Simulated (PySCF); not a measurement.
**One shape, several levels: NaF (SMILES [F][Na])**

Wanted: a comparison of 5 runs (HF/def2-SVP, wB97X/3-21G, CAM-B3LYP/pcseg-1, B3LYP/6-31G*, MP2/aug-cc-pVDZ) of NaF. 

The calculation is run with PySCF 2.14.0.

## 1. Starting point

The species is NaF (2 atoms), meant as a singlet with charge 0. As SMILES, `[F][Na]`. The coordinates come from a PBE0-D4/def2-TZVP relaxation.

Bond lengths: F1–Na2 1.922 Å.

## 2. Energy and forces at HF/def2-SVP (run 1)

calc.py reads:

```python
# [F][Na]
from pyscf import gto, scf

mol = gto.M(
    atom=[
    ('F', (-0.804100, 0.240100, -0.422400)),
    ('Na', (0.833600, -0.300300, 0.426500)),
],
    max_memory=1860,
    verbose=3,
    basis='def2-svp',
    spin=0,
)

calc0 = scf.RHF(mol)
calc0.conv_tol = 1e-10
calc0.kernel()
if not calc0.converged:
    calc0 = calc0.newton().run(calc0.mo_coeff, calc0.mo_occ)

energy = calc0.e_tot
print('E(%s) = %.9f' % ('HF', energy))
grad = calc0.nuc_grad_method().kernel()
calc0.analyze()
```

On the command line:

```bash
$ OMP_NUM_THREADS=1 python calc.py
```

Standard output:

```text
converged SCF energy = -261.178730533989
E(HF) = -261.178730534
--------------- RHF gradients ---------------
         x                y                z
0 F    -0.0073348644     0.0024203216    -0.0038020189
1 Na     0.0073348644    -0.0024203216     0.0038020189
----------------------------------------------
**** MO energy ****
MO #1   energy= -40.4652506032362  occ= 2
MO #2   energy= -26.0388619369057  occ= 2
MO #3   energy= -2.791737178794    occ= 2
MO #4   energy= -1.51668898868904  occ= 2
MO #5   energy= -1.51668898868904  occ= 2
MO #6   energy= -1.51611937368793  occ= 2
MO #7   energy= -1.27238142794444  occ= 2
MO #8   energy= -0.419978589418405 occ= 2
MO #9   energy= -0.406825857571255 occ= 2
MO #10  energy= -0.406825857571229 occ= 2
MO #11  energy= -0.0041052881616741 occ= 0
MO #12  energy= 0.0928025262712308 occ= 0
MO #13  energy= 0.0928025262712391 occ= 0
MO #14  energy= 0.129365889835376  occ= 0
MO #15  energy= 0.19391369291839   occ= 0
MO #16  energy= 0.35858188535242   occ= 0
MO #17  energy= 0.358581885352424  occ= 0
MO #18  energy= 0.417147096899105  occ= 0
MO #19  energy= 0.417147096899125  occ= 0
MO #20  energy= 0.445485914490259  occ= 0
MO #21  energy= 1.67853635424508   occ= 0
MO #22  energy= 1.75693178306556   occ= 0
MO #23  energy= 1.75693178306557   occ= 0
MO #24  energy= 1.8560631991525    occ= 0
MO #25  energy= 3.6752009459383    occ= 0
MO #26  energy= 3.690964082792     occ= 0
MO #27  energy= 3.69096408279201   occ= 0
MO #28  energy= 3.69518026696245   occ= 0
MO #29  energy= 3.69518026696247   occ= 0
 ** Mulliken atomic charges  **
charge of    0F =     -0.87058
charge of    1Na =      0.87058
Dipole moment(X, Y, Z, Debye):  6.96075, -2.29687,  3.60810
```

Run time: 1.1 s. Hardware: 1 thread of Intel Xeon at 2.70GHz, shared host; peak memory 0.12 GiB.

## 3. Energy and gradient at wB97X/3-21G (run 2)

calc.py reads:

```python
from pyscf import gto, dft

molecule = gto.M(
    atom='''
F     -1.519529     0.453723    -0.798220
Na     1.575276    -0.567485     0.805968
''',
    verbose=4,
    basis='3-21g',
    unit='bohr',
    max_memory=1860,
)

myscf = dft.RKS(molecule, xc='wb97x')
myscf.conv_tol = 1e-10
myscf.grids.level = 5
myscf.kernel()
if not myscf.converged:
    myscf = myscf.newton().run(myscf.mo_coeff, myscf.mo_occ)

e_tot = myscf.e_tot
print('Final energy', e_tot)
grad = myscf.nuc_grad_method().kernel()
dip = myscf.dip_moment()
pop, q = myscf.mulliken_pop()
```

On the command line:

```bash
$ OMP_NUM_THREADS=1 python calc.py
```

Standard output:

```text
PySCF version 2.14.0

[INPUT] num. atoms = 2
[INPUT] num. electrons = 20
[INPUT] charge = 0
[INPUT] spin (= nelec alpha-beta = 2S) = 0
[INPUT] symmetry False subgroup None
[INPUT] Mole.unit = bohr
[INPUT] Symbol           X                Y                Z      unit          X                Y                Z       unit  Magmom
[INPUT]  1 F     -0.804100118132   0.240099871670  -0.422399833301 AA   -1.519529000000   0.453723000000  -0.798220000000 Bohr   0.0
[INPUT]  2 Na     0.833600160109  -0.300300129539   0.426499898331 AA    1.575276000000  -0.567485000000   0.805968000000 Bohr   0.0

nuclear repulsion = 27.2549419327959
number of shells = 12
number of NR pGTOs = 42
number of NR cGTOs = 22
basis = 3-21g
ecp = {}

[... 52 lines left out ...]
converged SCF energy = -260.559665234488
Final energy -260.559665234488
[... 1 line left out ...]
******** <class 'pyscf.grad.rks.Gradients'> for <class 'pyscf.dft.rks.RKS'> ********
unit = Eh/Bohr
grid_response = False
--------------- RKS gradients ---------------
         x                y                z
0 F    -0.0088000588     0.0029255021    -0.0045106235
1 Na     0.0088389710    -0.0029147306     0.0045897051
----------------------------------------------
Dipole moment(X, Y, Z, Debye):  5.73687, -1.89301,  2.97372
 ** Mulliken pop  **
pop of  0 F 1s            1.98263
pop of  0 F 2s            0.43103
pop of  0 F 3s            1.53682
pop of  0 F 2px           0.82396
pop of  0 F 2py           0.83046
pop of  0 F 2pz           0.82930
pop of  0 F 3px           1.03395
pop of  0 F 3py           1.03976
pop of  0 F 3pz           1.03871
pop of  1 Na 1s           1.99948
pop of  1 Na 2s           1.99233
pop of  1 Na 3s           0.18844
pop of  1 Na 4s          -0.04654
pop of  1 Na 2px          1.97926
pop of  1 Na 2py          1.97878
pop of  1 Na 2pz          1.97886
pop of  1 Na 3px          0.08278
pop of  1 Na 3py          0.14872
pop of  1 Na 3pz          0.13690
pop of  1 Na 4px          0.01893
pop of  1 Na 4py         -0.00438
pop of  1 Na 4pz         -0.00020
 ** Mulliken atomic charges  **
charge of    0F =     -0.54663
charge of    1Na =      0.54663
```

Wall time 6.6 s (1 thread of Intel Xeon at 2.70GHz, shared host); peak memory 0.29 GiB.

Runs 3 to 4 aren't shown in full; the table further down has their settings and results.

## 4. Energy and forces at MP2/aug-cc-pVDZ (run 5)

job.py reads:

```python
from pyscf import gto, scf, mp

mol = gto.Mole()
mol.atom = '''
F     -1.519529     0.453723    -0.798220
Na     1.575276    -0.567485     0.805968
'''
mol.max_memory = 1860
mol.verbose = 4
mol.unit = 'bohr'
mol.basis = 'aug-cc-pvdz'
mol.charge = 0
mol.build()

mf = scf.RHF(mol)
mf.conv_tol = 1e-10
mf.kernel()
if not mf.converged:
    mf = mf.newton().run(mf.mo_coeff, mf.mo_occ)

pt = mp.MP2(mf, frozen=2).run()
e_final = pt.e_tot
print('E = %.10f Eh' % e_final)
grad = pt.nuc_grad_method().kernel()
mf.analyze()
```

On the command line:

```bash
$ OMP_NUM_THREADS=1 python job.py
```

Standard output:

```text
PySCF version 2.14.0

[INPUT] num. atoms = 2
[INPUT] num. electrons = 20
[INPUT] charge = 0
[INPUT] spin (= nelec alpha-beta = 2S) = 0
[INPUT] symmetry False subgroup None
[INPUT] Mole.unit = bohr
[INPUT] Symbol           X                Y                Z      unit          X                Y                Z       unit  Magmom
[INPUT]  1 F     -0.804100118132   0.240099871670  -0.422399833301 AA   -1.519529000000   0.453723000000  -0.798220000000 Bohr   0.0
[INPUT]  2 Na     0.833600160109  -0.300300129539   0.426499898331 AA    1.575276000000  -0.567485000000   0.805968000000 Bohr   0.0

nuclear repulsion = 27.2549419327959
number of shells = 16
number of NR pGTOs = 85
number of NR cGTOs = 50
basis = aug-cc-pvdz
ecp = {}

[... 53 lines left out ...]
Total Energy =                        -261.341968279771152
[... 4 lines left out ...]
DFT Exchange-Correlation Energy =      -24.229957216757811
[... 6 lines left out ...]
MO #5   energy= -1.51163580689909  occ= 2
[... 4 lines left out ...]
MO #10  energy= -0.426310782544545 occ= 2
[... 4 lines left out ...]
MO #15  energy= 0.0290251414929923 occ= 0
[... 4 lines left out ...]
MO #20  energy= 0.128547158163426  occ= 0
[... 4 lines left out ...]
MO #25  energy= 0.183781056281563  occ= 0
[... 4 lines left out ...]
MO #30  energy= 0.390477898396496  occ= 0
[... 4 lines left out ...]
MO #35  energy= 0.504325265556806  occ= 0
[... 4 lines left out ...]
MO #40  energy= 1.571614589413     occ= 0
[... 4 lines left out ...]
MO #45  energy= 2.84371038635076   occ= 0
[... 4 lines left out ...]
MO #50  energy= 5.1135242961551    occ= 0
[... 16 lines left out ...]
pop of  0 F 3dyz          0.00014
pop of  0 F 3dz^2         0.00026
pop of  0 F 3dxz          0.00047
pop of  0 F 3dx2-y2       0.00041
pop of  0 F 4dxy          0.00022
pop of  0 F 4dyz          0.00008
pop of  0 F 4dz^2         0.00015
pop of  0 F 4dxz          0.00024
pop of  0 F 4dx2-y2       0.00021
pop of  1 Na 1s           2.00000
pop of  1 Na 2s           1.99984
pop of  1 Na 3s           0.05207
pop of  1 Na 4s           0.00103
pop of  1 Na 5s           0.00060
pop of  1 Na 2px          1.99973
pop of  1 Na 2py          1.99994
pop of  1 Na 2pz          1.99990
pop of  1 Na 3px          0.00102
pop of  1 Na 3py          0.00180
pop of  1 Na 3pz          0.00166
pop of  1 Na 4px          0.00054
pop of  1 Na 4py          0.00060
pop of  1 Na 4pz          0.00059
pop of  1 Na 5px          0.00047
pop of  1 Na 5py          0.00057
pop of  1 Na 5pz          0.00055
pop of  1 Na 3dxy         0.00089
pop of  1 Na 3dyz         0.00032
pop of  1 Na 3dz^2        0.00071
pop of  1 Na 3dxz         0.00059
pop of  1 Na 3dx2-y2      0.00062
pop of  1 Na 4dxy         0.00127
pop of  1 Na 4dyz         0.00047
pop of  1 Na 4dz^2        0.00102
pop of  1 Na 4dxz         0.00086
pop of  1 Na 4dx2-y2      0.00091
 ** Mulliken atomic charges  **
charge of    0F =     -0.93142
charge of    1Na =      0.93142
Dipole moment(X, Y, Z, Debye):  7.25750, -2.39479,  3.76192
```

It took 3.9 s on 1 thread of Intel Xeon at 2.70GHz, shared host; peak memory 0.23 GiB.

## 5. Overview of the runs

```csv
run,level,integration grid,Cartesian functions,energy (Eh),dipole moment (D) of the reference,HOMO energy (eV),LUMO energy (eV),wall time
1,HF/def2-SVP,–,no,-261.178731,8.17,-11.07,-0.11,1.1 s
2,wB97X/3-21G,5,no,-260.559665,6.73,-7.57,-0.19,6.6 s
3,CAM-B3LYP/pcseg-1,5,no,-262.111145,7.61,-7.64,-0.98,5.7 s
4,B3LYP/6-31G* (Cartesian functions),5,yes,-262.157239,7.05,-5.77,-1.81,9 s
5,MP2/aug-cc-pVDZ,–,no,-261.575932,8.52,-11.60,-0.44,3.9 s
```

## 6. Outcome

| quantity | value |
| --- | --- |
| run 5: total energy | -261.57593 Eh |
| run 5: dipole moment (Hartree–Fock density) | 8.52 D |
| run 5: HOMO energy (Hartree–Fock orbitals) | -11.60 eV |
| run 5: LUMO energy (Hartree–Fock orbitals) | -0.44 eV |
| run 5: HOMO–LUMO gap (Hartree–Fock orbitals) | 11.16 eV |
| run 5: correlation energy (2 core orbitals frozen) | -234.0 mEh |
| run 5: largest force on an atom | 0.314 eV/Å |

Over runs 1, 2, 3, 4 the dipole moment (its size) runs from 6.73 D (wB97X/3-21G) to 8.17 D (HF/def2-SVP). The two ends differ in method and basis. Over runs 1, 2, 3, 4 the HOMO–LUMO gap runs from 3.97 eV (B3LYP/6-31G*) to 10.96 eV (HF/def2-SVP). Totals of different functionals can't be ranked against each other. All runs together took 26 s, the longest 9 s.
